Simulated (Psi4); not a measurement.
# SiH4O2 (Si(OH)2H2) at B3LYP/def2-TZVPD (density fitting with cc-pvqz-jkfit, sweep point 5)

Aim: the vertical electron affinity of SiH4O2 (Si(OH)2H2) at B3LYP/def2-TZVPD (density fitting with cc-pvqz-jkfit, sweep point 5), from 2 runs. 

The calculation is run with Psi4 1.11.

6 further runs of the same task are left out: 4 that didn't finish, 2 set aside as unsound or not needed.

## Step 1: The system as given

SiH4O2 has 7 atoms, charge 0, and is taken as a singlet. SMILES: `[H][Si]([H])(O)O`. The coordinates come from a GFN2-xTB relaxation. This is one conformer, not always the lowest.

Bond lengths: Si1–O2 1.634 Å, Si1–O4 1.617 Å, O2–H3 0.951 Å, O4–H5 0.954 Å, Si1–H6 1.456 Å, Si1–H7 1.462 Å. Angles: O2–Si1–O4 105.5°, Si1–O2–H3 120.5°, O2–Si1–H6 111.7°, O2–Si1–H7 109.2°, O4–Si1–H6 106.2°, O4–Si1–H7 110.7°, Si1–O4–H5 119.4°, H6–Si1–H7 113.2°.

## Step 2: A single-point energy at B3LYP/def2-TZVPD (density fitting with cc-pvqz-jkfit, sweep point 5)

calc.dat reads:

```
memory 1600 MB

molecule mol {
  0 1
  Si    -0.47668341     0.12033776    -0.65492238
  O     -0.37361775     0.08407392     2.43067913
  H     -1.88165699     0.24008970     3.39502526
  O      2.42674849    -0.13768545    -1.57193088
  H      3.65408782    -0.81995217    -0.44261165
  H     -1.37339626     2.53727858    -1.61577253
  H     -1.97548190    -2.02414234    -1.54046694
  units au
  symmetry c1
}

set puream true
set scf_type df
set dft_radial_points 99
set dft_spherical_points 590
set df_basis_scf cc-pvqz-jkfit

result, w = energy('b3lyp/def2-TZVPD', return_wfn=True)
print_variables()
```

Launch:

```bash
$ psi4 -n 1 calc.dat calc.out
```

calc.out:

```text
[...]
  Running in c1 symmetry.
[...]
  Nuclear repulsion =  122.218765949476975
[...]
  Multiplicity = 1
[...]
  Nalpha       = 17
  Nbeta        = 17
[...]
    Number of basis functions: 159
[...]
   @DF-RKS iter   1:  -442.17574541179840   -1.74083e-01   6.55393e-03 DIIS/ADIIS
[...]
   @DF-RKS iter   8:  -442.54240590849105   -1.58338e-07   5.37128e-07 DIIS
[...]
    Orbital Energies [Eh]
    ---------------------
    Doubly Occupied:
       1A    -66.133994     2A    -19.136643     3A    -19.129551
       4A     -5.292733     5A     -3.652428     6A     -3.650934
       7A     -3.649280     8A     -1.027789     9A     -1.004366
      10A     -0.589717    11A     -0.535988    12A     -0.449812
      13A     -0.407731    14A     -0.376855    15A     -0.362327
      16A     -0.342083    17A     -0.304470
[...]
  @DF-RKS Final Energy:  -442.54240590849105
   => Energetics <=
    Nuclear Repulsion Energy =            122.2187659494769747
    One-Electron Energy =                -854.4740371642122909
    Two-Electron Energy =                 321.8179119561544894
    DFT Exchange-Correlation Energy =     -32.1050466499102143
    Empirical Dispersion Energy =           0.0000000000000000
    VV10 Nonlocal Energy =                  0.0000000000000000
    Total Energy =                       -442.5424059084910482
[...]
 Multipole Moments:
 ------------------------------------------------------------------------------------
     Multipole            Electronic (a.u.)      Nuclear  (a.u.)        Total (a.u.)
 ------------------------------------------------------------------------------------
 L = 1.  Multiply by 2.5417464519 to convert [e a0] to [Debye]
 Dipole X            :          0.9531819           -1.3424591           -0.3892772
 Dipole Y            :         -0.0282189           -0.1081995           -0.1364183
 Dipole Z            :          0.4510206            0.0433563            0.4943769
 Magnitude           :                                                    0.6438597
[...]
```

Wall time 32 s (1 thread of Intel Xeon Platinum 8488C (Sapphire Rapids), shared host); peak memory 1.1 GiB.

## Step 3: The doublet anion

calc.in reads:

```
memory 1.6 GB

molecule {
  -1 2
  Si    -0.47668341     0.12033776    -0.65492238
  O     -0.37361775     0.08407392     2.43067913
  H     -1.88165699     0.24008970     3.39502526
  O      2.42674849    -0.13768545    -1.57193088
  H      3.65408782    -0.81995217    -0.44261165
  H     -1.37339626     2.53727858    -1.61577253
  H     -1.97548190    -2.02414234    -1.54046694
  units bohr
  symmetry c1
}

set globals {
  reference uks
  puream true
  scf_type df
  dft_radial_points 99
  dft_spherical_points 590
  df_basis_scf cc-pvqz-jkfit
  maxiter 150
}

e, wfn = energy('b3lyp/def2-TZVPD', return_wfn=True)
```

Launch:

```bash
$ psi4 -i calc.in -o calc.out -n 1
```

calc.out:

```text
[...]
  Running in c1 symmetry.
[...]
  Nuclear repulsion =  122.218765949476975
[...]
  Multiplicity = 2
[...]
  Nalpha       = 18
  Nbeta        = 17
[...]
    Number of basis functions: 159
[...]
   @DF-UKS iter   1:  -441.96683086243024    3.48317e-02   7.14556e-03 DIIS/ADIIS
[...]
   @DF-UKS iter  11:  -442.51437339551313   -1.31648e-07   4.57290e-07 DIIS
[...]
   @S^2 Observed:                7.501143343E-01
[...]
    Orbital Energies [Eh]
    ---------------------
    Alpha Occupied:
       1A    -65.986953     2A    -18.984524     3A    -18.975227
       4A     -5.145610     5A     -3.505110     6A     -3.503832
       7A     -3.502487     8A     -0.876177     9A     -0.849859
      10A     -0.440183    11A     -0.382138    12A     -0.302818
      13A     -0.261190    14A     -0.230900    15A     -0.208983
      16A     -0.190506    17A     -0.158578    18A      0.067894
    Alpha Virtual:
      19A      0.102556    20A      0.129220    21A      0.149006
      22A      0.151207    23A      0.160158    24A      0.172570
      25A      0.190034    26A      0.197244    27A      0.203504
[...]
  @DF-UKS Final Energy:  -442.51437339551313
   => Energetics <=
    Nuclear Repulsion Energy =            122.2187659494769747
    One-Electron Energy =                -859.5255552810799600
    Two-Electron Energy =                 326.9789305195286602
    DFT Exchange-Correlation Energy =     -32.1865145834387789
    Empirical Dispersion Energy =           0.0000000000000000
    VV10 Nonlocal Energy =                  0.0000000000000000
    Total Energy =                       -442.5143733955131324
[...]
 Multipole Moments:
 ------------------------------------------------------------------------------------
     Multipole            Electronic (a.u.)      Nuclear  (a.u.)        Total (a.u.)
 ------------------------------------------------------------------------------------
 L = 1.  Multiply by 2.5417464519 to convert [e a0] to [Debye]
 Dipole X            :          1.3674200           -1.3424591            0.0249609
 Dipole Y            :          0.2966723           -0.1081995            0.1884728
 Dipole Z            :         -1.4950378            0.0433563           -1.4516815
 Magnitude           :                                                    1.4640779
[...]
```

Run time: 67 s. Hardware: 1 thread of Intel Xeon Platinum 8488C (Sapphire Rapids), shared host; peak memory 1.1 GiB.

## Step 4: Outcome

Level: B3LYP/def2-TZVPD (density fitting with cc-pvqz-jkfit, sweep point 5).

```
                                         quantity          value
                     singlet SiH4O2: total energy  -442.54241 Eh
                    singlet SiH4O2: dipole moment         1.64 D
                      singlet SiH4O2: HOMO energy       -8.29 eV
                      singlet SiH4O2: LUMO energy       -0.36 eV
                    singlet SiH4O2: HOMO–LUMO gap        7.93 eV
                      doublet anion: total energy  -442.51437 Eh
doublet anion: HOMO energy (highest over α and β)        1.85 eV
 doublet anion: LUMO energy (lowest over α and β)        2.79 eV
                              doublet anion: ⟨S²⟩          0.750
vertical electron affinity (to the doublet anion)      -0.763 eV
```

The anion lies 0.76 eV (17.6 kcal/mol) above the neutral: the electron isn't bound at this level, and such a value depends on the basis. The HOMO (doublet anion) lies at positive energy, 1.85 eV; only total energies tell whether the electron is bound.
